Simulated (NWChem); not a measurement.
The numbers come from NWChem runs, not from measurements. System: chloromethane (CH$_{3}$Cl), charge 0, spin multiplicity 1, at a geometry optimised with PBE/def2-SVP. Level: CCSD(T)/def2-TZVP, 6 core orbitals frozen.

The NWChem input:

```
start mol
memory heap 100 mb stack 700 mb global 1900 mb
geometry units angstroms nocenter noautoz
  C     -0.056818    -1.127872     0.000000
  Cl     0.033297     0.660971     0.000000
  H     -0.596686    -1.463483     0.904647
  H     -0.596686    -1.463483    -0.904647
  H      0.968228    -1.542311     0.000000
  symmetry group Cs
end
basis spherical
  * library def2-tzvp
end
scf
  rhf
  nopen 0
  maxiter 100
  thresh 1e-7
  semidirect memsize 60000000 filesize 0
end
tce
  freeze core 6
  ccsd(t)
  2eorb
  2emet 13
  thresh 1e-6
  maxiter 100
  tilesize 24
end
task tce energy
```

Output (cleaned and shortened):

```
             Northwest Computational Chemistry Package (NWChem) 7.3.0
             --------------------------------------------------------

                                NWChem Input Module
                                -------------------

 Scaling coordinates for geometry "geometry" by  1.889725989
 (inverse scale =  0.529177249)

 Turning off AUTOSYM since
 SYMMETRY directive was detected!

                             Geometry "geometry" -> ""
                             -------------------------

 Output coordinates in angstroms (scale by  1.889725989 to convert to a.u.)

  No.       Tag          Charge          X              Y              Z
 ---- ---------------- ---------- -------------- -------------- --------------
    1 C                    6.0000    -0.05681800    -1.12787200     0.00000000
    2 Cl                  17.0000     0.03329700     0.66097100     0.00000000
    3 H                    1.0000    -0.59668600    -1.46348300     0.90464700
    4 H                    1.0000    -0.59668600    -1.46348300    -0.90464700
    5 H                    1.0000     0.96822800    -1.54231100     0.00000000

 Effective nuclear repulsion energy (a.u.)      50.9037397874

            Nuclear Dipole moment (a.u.)
            ----------------------------
        X                 Y               Z
 ---------------- ---------------- ----------------
    -0.0000056692    -0.0000037795     0.0000000000

      Symmetry information
      --------------------

 Group name             Cs
 Group number              2
 Group order               2
 No. of unique centers     4

      Symmetry unique atoms

     1    2    3    5


 Summary of "ao basis" -> "" (spherical)
 ------------------------------------------------------------------------------
       Tag                 Description            Shells   Functions and Types
 ---------------- ------------------------------  ------  ---------------------
 *                         def2-tzvp                  on all atoms

 Summary of "ao basis" -> "ao basis" (spherical)
 ------------------------------------------------------------------------------
       Tag                 Description            Shells   Functions and Types
 ---------------- ------------------------------  ------  ---------------------
 C                         def2-tzvp                11       31   5s3p2d1f
 Cl                        def2-tzvp                13       37   5s5p2d1f
 H                         def2-tzvp                 4        6   3s1p

                                 NWChem SCF Module
                                 -----------------

  ao basis        = "ao basis"
  functions       =    86
  atoms           =     5
  closed shells   =    13
  open shells     =     0
  charge          =   0.00
  wavefunction    = RHF
  use symmetry    = T
  symmetry adapt  = T

 Summary of "ao basis" -> "ao basis" (spherical)
 ------------------------------------------------------------------------------
       Tag                 Description            Shells   Functions and Types
 ---------------- ------------------------------  ------  ---------------------
 C                         def2-tzvp                11       31   5s3p2d1f
 Cl                        def2-tzvp                13       37   5s5p2d1f
 H                         def2-tzvp                 4        6   3s1p

      Symmetry analysis of basis
      --------------------------

        a'         57
        a"         29

 Forming initial guess at       0.1s

      Superposition of Atomic Density Guess
      -------------------------------------

 Sum of atomic energies:        -498.64844441

      Non-variational initial energy
      ------------------------------

 Total energy =    -499.321341
 1-e energy   =    -787.702839
 2-e energy   =     237.477758
 HOMO         =      -0.383766
 LUMO         =       0.046061

      Symmetry analysis of molecular orbitals - initial
      -------------------------------------------------

  Numbering of irreducible representations:

     1 a'          2 a"

  Orbital symmetries:

     1 a'          2 a'          3 a'          4 a'          5 a'
     6 a"          7 a'          8 a'          9 a'         10 a"
    11 a'         12 a'         13 a"         14 a'         15 a'
    16 a"         17 a'         18 a'         19 a'         20 a"
    21 a'         22 a"         23 a'

 Starting SCF solution at       1.5s

 ----------------------------------------------
         Quadratically convergent ROHF

 Convergence threshold     :          1.000E-07
 Maximum no. of iterations :          100
 Final Fock-matrix accuracy:          1.000E-09
 ----------------------------------------------

              iter       energy          gnorm     gmax       time
             ----- ------------------- --------- --------- --------
                 1     -499.1153998556  5.13D-01  1.59D-01      1.6
                 2     -499.1351862921  1.95D-01  7.71D-02      1.7
                 3     -499.1382869774  1.16D-02  4.05D-03      1.9
                 4     -499.1383079681  8.38D-05  1.96D-05      2.2
                 5     -499.1383079689  2.93D-09  6.65D-10      2.7

       Final RHF  results
       ------------------

         Total SCF energy =   -499.138307968917
      One-electron energy =   -789.327302989061
      Two-electron energy =    239.285255232784
 Nuclear repulsion energy =     50.903739787361

        Time for solution =      1.3s

       Symmetry analysis of molecular orbitals - final
       -----------------------------------------------

  Numbering of irreducible representations:
[...]
             -----------------

              1
    1 -104.8217
    2  -11.2962
    3  -10.5494
    4   -8.0163
    5   -8.0148
    6   -8.0148
    7   -1.1229
    8   -0.9094
    9   -0.6098
   10   -0.6098
   11   -0.5444
   12   -0.4344
   13   -0.4344
   14    0.1405
   15    0.1859
   16    0.2102
   17    0.2102
   18    0.3092
   19    0.3243
   20    0.3243
   21    0.4052
   22    0.5124
   23    0.5124

                       ROHF Final Molecular Orbital Analysis
                       -------------------------------------

 Vector   11  Occ=2.000000D+00  E=-5.444359D-01  Symmetry=a'
              MO Center=  1.2D-03,  2.3D-02,  1.6D-15, r^2= 1.9D+00
   Bfn.  Coefficient  Atom+Function         Bfn.  Coefficient  Atom+Function
  ----- ------------  ---------------      ----- ------------  ---------------
    47      0.414575  2 Cl py                 7     -0.236422  1 C  py
    10     -0.234038  1 C  py                50      0.224248  2 Cl py
    44      0.193313  2 Cl py                38     -0.157014  2 Cl py

 Vector   12  Occ=2.000000D+00  E=-4.343991D-01  Symmetry=a"
              MO Center= -1.7D-02,  4.0D-01,  5.6D-12, r^2= 1.7D+00
   Bfn.  Coefficient  Atom+Function         Bfn.  Coefficient  Atom+Function
  ----- ------------  ---------------      ----- ------------  ---------------
    48      0.517986  2 Cl pz                51      0.368530  2 Cl pz
    45      0.245223  2 Cl pz                39     -0.190269  2 Cl pz

 Vector   13  Occ=2.000000D+00  E=-4.343991D-01  Symmetry=a'
              MO Center=  5.8D-02,  4.0D-01, -2.0D-10, r^2= 1.7D+00
   Bfn.  Coefficient  Atom+Function         Bfn.  Coefficient  Atom+Function
  ----- ------------  ---------------      ----- ------------  ---------------
    46      0.517330  2 Cl px                49      0.368063  2 Cl px
    43      0.244912  2 Cl px                37     -0.190028  2 Cl px

 Vector   14  Occ=0.000000D+00  E= 1.404706D-01  Symmetry=a'
              MO Center= -7.6D-02, -1.5D+00,  1.9D-14, r^2= 5.6D+00
   Bfn.  Coefficient  Atom+Function         Bfn.  Coefficient  Atom+Function
  ----- ------------  ---------------      ----- ------------  ---------------
     5      4.015535  1 C  s                 71     -1.772208  3 H  s
    77     -1.772208  4 H  s                 83     -1.772202  5 H  s
    36     -0.587947  2 Cl s                 50      0.415401  2 Cl py
     3      0.240114  1 C  s                 13     -0.240872  1 C  py
    70      0.233089  3 H  s                 76      0.233089  4 H  s

 Vector   15  Occ=0.000000D+00  E= 1.859249D-01  Symmetry=a'
              MO Center= -2.4D-02, -4.7D-01,  8.4D-17, r^2= 4.8D+00
   Bfn.  Coefficient  Atom+Function         Bfn.  Coefficient  Atom+Function
  ----- ------------  ---------------      ----- ------------  ---------------
    13      1.611875  1 C  py                36     -1.261311  2 Cl s
     5     -1.221021  1 C  s                 50      0.971094  2 Cl py
    71      0.910701  3 H  s                 77      0.910701  4 H  s
    83      0.910733  5 H  s                  4      0.487044  1 C  s
    10      0.245866  1 C  py                 7      0.195724  1 C  py

 Vector   16  Occ=0.000000D+00  E= 2.101747D-01  Symmetry=a'
              MO Center=  7.2D-01, -1.6D+00, -7.9D-09, r^2= 4.8D+00
   Bfn.  Coefficient  Atom+Function         Bfn.  Coefficient  Atom+Function
  ----- ------------  ---------------      ----- ------------  ---------------
    83      3.016181  5 H  s                 12     -1.835023  1 C  px
    71     -1.508103  3 H  s                 77     -1.508103  4 H  s
    82     -0.400727  5 H  s                 49      0.268868  2 Cl px
     6     -0.200142  1 C  px                70      0.200364  3 H  s
    76      0.200364  4 H  s

 center of mass
 --------------
 x =   0.00966312 y =   0.19182464 z =   0.00000000

 moments of inertia (a.u.)
 ------------------
         137.097804434010          -6.312964975418           0.000000000000
          -6.312964975418          12.099563690257           0.000000000000
           0.000000000000           0.000000000000         137.415854637899

  Mulliken analysis of the total density
  --------------------------------------

    Atom       Charge   Shell Charges
 -----------   ------   -------------------------------------------------------
    1 C    6     6.22   0.85  1.12  0.48  0.72  0.03  1.18  1.42  0.30  0.02  0.08  0.01
    2 Cl  17    17.18   2.01  0.45  1.52  1.09  0.85  4.18  1.69  1.08  2.80  1.46  0.01  0.04  0.00
    3 H    1     0.87   0.26  0.48  0.10  0.02
    4 H    1     0.87   0.26  0.48  0.10  0.02
    5 H    1     0.87   0.26  0.48  0.10  0.02

       Multipole analysis of the density wrt the origin
       ------------------------------------------------

     L   x y z        total         open         nuclear
     -   - - -        -----         ----         -------
     0   0 0 0     -0.000000      0.000000     26.000000

     1   1 0 0     -0.041925      0.000000     -0.000006
     1   0 1 0     -0.832238      0.000000     -0.000004
     1   0 0 1      0.000000      0.000000      0.000000

     2   2 0 0    -14.848229      0.000000      6.027068
     2   1 1 0      0.069829      0.000000      3.613251
     2   1 0 1     -0.000000      0.000000      0.000000
     2   0 2 0    -13.465740      0.000000     77.570177
     2   0 1 1     -0.000000      0.000000      0.000000
     2   0 0 2    -14.851756      0.000000      5.845019

                   NWChem Extensible Many-Electron Theory Module
                   ---------------------------------------------


            General Information
            -------------------
      Number of processors :     1
         Wavefunction type : Restricted Hartree-Fock
          No. of electrons :    26
           Alpha electrons :    13
            Beta electrons :    13
           No. of orbitals :   172
            Alpha orbitals :    86
             Beta orbitals :    86
        Alpha frozen cores :     6
         Beta frozen cores :     6
     Alpha frozen virtuals :     0
      Beta frozen virtuals :     0
         Spin multiplicity : singlet
    Number of AO functions :    86
       Number of AO shells :    36
        Use of symmetry is : on
      Symmetry adaption is : on
         Schwarz screening : 0.10D-09

          Correlation Information
          -----------------------
          Calculation type : Coupled-cluster singles & doubles w/ perturbation
   Perturbative correction : (T)
            Max iterations :      100
        Residual threshold : 0.10D-05
     T(0) DIIS level shift : 0.00D+00
     L(0) DIIS level shift : 0.00D+00
     T(1) DIIS level shift : 0.00D+00
     L(1) DIIS level shift : 0.00D+00
     T(R) DIIS level shift : 0.00D+00
     T(I) DIIS level shift : 0.00D+00
   CC-T/L Amplitude update :  5-th order DIIS
                I/O scheme : Global Array Library
        L-threshold :  0.10D-05
        EOM-threshold :  0.10D-05
 no EOMCCSD initial starts read in
 TCE RESTART OPTIONS
 SLICE:      F
 D4D5:       F
 quantumc:   F
 qrotation:  F
 pwtce:      F
 qducc:      F
 nacto:                         0
 nrotv:                         0
 nrot:                          0

            Memory Information
            ------------------
          Available GA space size is     249029404 doubles
          Available MA space size is     104850220 doubles

 Maximum block size supplied by input
 Maximum block size        24 doubles

 tile_dim =     24

 -------------------------------------------------
   1    alpha     a'     5 doubles       0       1
   2    alpha     a"     2 doubles       5       2
   3    beta      a'     5 doubles       7       1
   4    beta      a"     2 doubles      12       2
   5    alpha     a'    23 doubles      14       5
   6    alpha     a'    24 doubles      37       6
   7    alpha     a"    13 doubles      61       7
   8    alpha     a"    13 doubles      74       8
   9    beta      a'    23 doubles      87       5
  10    beta      a'    24 doubles     110       6
  11    beta      a"    13 doubles     134       7
  12    beta      a"    13 doubles     147       8

 Global array virtual files algorithm will be used

 Parallel file system coherency ......... OK

 4-electron integrals stored in orbital form

 v2    file size   =          4844209
 4-index algorithm nr.  13 is used
 imaxsize =       30
 imaxsize ichop =        0


CCSD iterations
 ---------------------------------------------------------
 Iter          Residuum       Correlation     Cpu    Wall
 ---------------------------------------------------------
    1   0.1584857999230  -0.3620060071544     0.5     0.5
    2   0.0406605317868  -0.3861962633949     0.5     0.5
    3   0.0139564313195  -0.3928395410451     0.5     0.5
    4   0.0054747354275  -0.3943905880378     0.5     0.5
    5   0.0023285769563  -0.3949499364051     0.5     0.5
    6   0.0004829842326  -0.3952320915007     0.5     0.5
    7   0.0001915617949  -0.3952654111265     0.5     0.5
    8   0.0000856638927  -0.3952657245474     0.5     0.5
    9   0.0000434331015  -0.3952660565794     0.5     0.5
   10   0.0000216453913  -0.3952666765981     0.5     0.5
   11   0.0000032552062  -0.3952669859730     0.5     0.5
   12   0.0000011610367  -0.3952672983519     0.5     0.5
   13   0.0000005734236  -0.3952673727503     0.5     0.5
 -----------------------------------------------------------------
 Iterations converged
 CCSD correlation energy / hartree =        -0.395267372750287
 CCSD total energy / hartree       =      -499.533575341666847

 Singles contributions

 Doubles contributions
 CCSD(T)
 Using plain CCSD(T) code
             total no. of tasks          160
 total no. of tasks / no. procs          160
                         wl_min        17576           5.1
                         wl_max      1728000          11.0
        thresh for no. of tasks          160

 CCSD[T]  correction energy / hartree =        -0.015333388015680
 CCSD[T] correlation energy / hartree =        -0.410600760765967
 CCSD[T] total energy / hartree       =      -499.548908729682523
 CCSD(T)  correction energy / hartree =        -0.015024279933799
 CCSD(T) correlation energy / hartree =        -0.410291652684086
 CCSD(T) total energy / hartree       =      -499.548599621600658

 Task  times  cpu:       36.9s     wall:       36.9s

 Total times  cpu:       37.0s     wall:       37.0s
```
